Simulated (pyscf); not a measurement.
PySCF, gas phase, ωB97X-D3(BJ)/def2-SVP geometries. Correlated levels are frozen-core, on RHF or UHF. ΔMP2 is the change of the MP2 total energy from the triple- to the quadruple-zeta basis.

SMILES: C=CB(Cl)Cl
```xyz
8

C     -0.9950     0.2568    -2.3696
C     -0.2401    -0.4204    -1.4913
B     -0.8370    -1.4249    -0.4729
Cl     0.2081    -2.2797     0.6469
Cl    -2.5629    -1.7462    -0.3979
H     -2.0823     0.1236    -2.4010
H     -0.5623     0.9646    -3.0857
H      0.8447    -0.2607    -1.4899
```

Question: How much does it cost (ΔH, 298 K, CCSD(T)/def2-TZVPP + ΔMP2(QZVPP)) to split H₂C=CH–B(Cl)–Cl at its B–C bond into •HC=CH₂ + [Cl–B–Cl]•?

Answer: B–C to •HC=CH₂ + [Cl–B–Cl]•: 485.1 kJ/mol. The radicals are drawn with the spin at the cut bond; how far it spreads was not checked. Other isomers of •HC=CH₂ were not searched in full and may lie lower. The CCSD(T) − MP2 part came from Ansatz, without density fitting, on the same reference. A UHF reference is spin-contaminated (<S²> up to 0.96), which harms MP2 most.
